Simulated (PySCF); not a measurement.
**One shape, several levels: C2H5Al (SMILES C=[CH][AlH2])**

We compute a comparison of 6 runs (HF/STO-3G, HF/3-21G, HF/6-31G, HF/6-31G*, HF/6-31G**, HF/6-311G**) of C2H5Al. Input form: a Python script.

The calculation is run with PySCF 2.14.0.

## Step 1: The molecule

C2H5Al: 8 atoms, total charge 0, spin state singlet. As SMILES, `C=[CH][AlH2]`. The coordinates come from a PBE0-D4/def2-TZVP relaxation.

Bond lengths: C1–C2 1.337 Å, C2–Al3 1.938 Å, C1–H4 1.089 Å, C1–H5 1.089 Å, C2–H6 1.090 Å, Al3–H7 1.588 Å, Al3–H8 1.588 Å. Angles: C1–C2–Al3 119.6°, C1–C2–H6 116.7°, Al3–C2–H6 123.7°, C2–C1–H4 121.7°, C2–C1–H5 123.0°, C2–Al3–H7 122.1°, C2–Al3–H8 116.8°, H4–C1–H5 115.3°, H7–Al3–H8 121.2°.

## Step 2: The energy at HF/STO-3G (run 1)

input.xyz

```xyz
8

C     -1.029900     0.829200    -0.357000
C      0.199000     0.651000     0.138100
Al     0.930800    -1.139300     0.262000
H     -1.636900    -0.008600    -0.695500
H     -1.495000     1.809300    -0.451900
H      0.735600     1.546100     0.452700
H      2.384000    -1.417900     0.837700
H      0.004400    -2.327000    -0.241900
```

run.py

```python
# C=[CH][AlH2]
from pyscf import gto

molecule = gto.Mole()
molecule.atom = 'input.xyz'
molecule.spin = 0
molecule.basis = 'sto-3g'
molecule.verbose = 3
molecule.charge = 0
molecule.max_memory = 1860
molecule.build()

myscf = molecule.RHF()
myscf.conv_tol = 1e-10
myscf.kernel()
if not myscf.converged:
    myscf = myscf.newton().run(myscf.mo_coeff, myscf.mo_occ)

energy = myscf.e_tot
print('Final energy', energy)
```

Run with:

```console
$ OMP_NUM_THREADS=1 python run.py
```

The program printed:

```text
converged SCF energy = -316.672542324964
Final energy -316.67254232496384
```

Run time: 0.8 s. Hardware: 1 thread of Arm Neoverse V1, shared host; peak memory 0.12 GiB.

## Step 3: A single-point energy at HF/3-21G (run 2)

start.xyz

```xyz
8

C     -1.029900     0.829200    -0.357000
C      0.199000     0.651000     0.138100
Al     0.930800    -1.139300     0.262000
H     -1.636900    -0.008600    -0.695500
H     -1.495000     1.809300    -0.451900
H      0.735600     1.546100     0.452700
H      2.384000    -1.417900     0.837700
H      0.004400    -2.327000    -0.241900
```

run.py

```python
# C=[CH][AlH2]
from pyscf import gto

mol = gto.Mole()
mol.atom = 'start.xyz'
mol.spin = 0
mol.verbose = 3
mol.basis = '3-21g'
mol.max_memory = 1860
mol.build()

calc0 = mol.RHF()
calc0.conv_tol = 1e-10
calc0.kernel()
if not calc0.converged:
    calc0 = calc0.newton().run(calc0.mo_coeff, calc0.mo_occ)

etot = calc0.e_tot
print('E(%s) = %.9f' % ('HF', etot))
```

Run with:

```console
$ OMP_NUM_THREADS=1 python run.py
```

The program printed:

```text
converged SCF energy = -318.756551672235
E(HF) = -318.756551672
```

Wall time 0.82 s (1 thread of Arm Neoverse V1, shared host); peak memory 0.12 GiB.

## Step 4: A single-point energy at HF/6-31G (run 3)

job.py

```python
from pyscf import gto

system = gto.M(
    atom='''
C     -1.946229     1.566961    -0.674632
C      0.376055     1.230212     0.260971
Al     1.758957    -2.152965     0.495108
H     -3.093293    -0.016252    -1.314305
H     -2.825141     3.419081    -0.853967
H      1.390083     2.921706     0.855479
H      4.505107    -2.679443     1.583024
H      0.008315    -4.397393    -0.457125
''',
    unit='bohr',
    max_memory=1860,
    basis='6-31g',
    charge=0,
    verbose=4,
    spin=0,
)

hf = system.RHF()
hf.conv_tol = 1e-10
hf.kernel()
if not hf.converged:
    hf = hf.newton().run(hf.mo_coeff, hf.mo_occ)

etot = hf.e_tot
print('E = %.10f Eh' % etot)
```

Run with:

```console
$ OMP_NUM_THREADS=1 python job.py
```

The program printed:

```text
PySCF version 2.14.0

[... 62 lines left out ...]
converged SCF energy = -320.455612453382
E = -320.4556124534 Eh
```

Run time: 0.97 s. Hardware: 1 thread of Arm Neoverse V1, shared host; peak memory 0.12 GiB.

Runs 4 to 5 aren't shown in full; the table further down has their settings and results.

## Step 5: The energy at HF/6-311G(d,p) (run 6)

input.py

```python
from pyscf import gto, scf

mol = gto.M(
    atom='''
C     -1.946229     1.566961    -0.674632
C      0.376055     1.230212     0.260971
Al     1.758957    -2.152965     0.495108
H     -3.093293    -0.016252    -1.314305
H     -2.825141     3.419081    -0.853967
H      1.390083     2.921706     0.855479
H      4.505107    -2.679443     1.583024
H      0.008315    -4.397393    -0.457125
''',
    spin=0,
    charge=0,
    verbose=4,
    basis='6-311g**',
    max_memory=1860,
    unit='bohr',
)

mf = scf.RHF(mol)
mf.conv_tol = 1e-10
mf.kernel()
if not mf.converged:
    mf = mf.newton().run(mf.mo_coeff, mf.mo_occ)

e_final = mf.e_tot
print('E(%s) = %.9f' % ('HF', e_final))
```

Run with:

```console
$ OMP_NUM_THREADS=1 python input.py
```

The program printed:

```text
PySCF version 2.14.0

[... 62 lines left out ...]
converged SCF energy = -320.548058139538
E(HF) = -320.548058140
```

Wall time 1.7 s (1 thread of Arm Neoverse V1, shared host); peak memory 0.17 GiB.

## Step 6: The series

| run | level | energy (Eh) | dipole moment (D) | HOMO energy (eV) | LUMO energy (eV) | wall time |
| --- | --- | --- | --- | --- | --- | --- |
| 1 | HF/STO-3G | -316.672542 | 0.47 | -8.12 | 7.56 | 0.8 s |
| 2 | HF/3-21G | -318.756552 | 0.86 | -10.34 | 1.26 | 0.82 s |
| 3 | HF/6-31G | -320.455612 | 0.88 | -10.27 | 1.17 | 0.97 s |
| 4 | HF/6-31G* (spherical functions) | -320.506319 | 0.87 | -10.21 | 1.31 | 0.99 s |
| 5 | HF/6-31G** (spherical functions) | -320.513784 | 0.86 | -10.21 | 1.31 | 1.4 s |
| 6 | HF/6-311G** | -320.548058 | 0.83 | -10.33 | 1.07 | 1.7 s |

## Step 7: What came out

```
            quantity          value
 run 6: total energy  -320.54806 Eh
run 6: dipole moment         0.83 D
  run 6: HOMO energy      -10.33 eV
  run 6: LUMO energy        1.07 eV
run 6: HOMO–LUMO gap       11.40 eV
```

What this shows: The dipole moment (its size) runs from 0.47 D (HF/STO-3G) to 0.88 D (HF/6-31G). The two dipoles point in opposite directions. The HOMO–LUMO gap runs from 11.40 eV (HF/6-311G**) to 15.68 eV (HF/STO-3G). In run 1 the basis is minimal, so the values are rough. All runs together took 6.7 s, the longest 1.7 s.
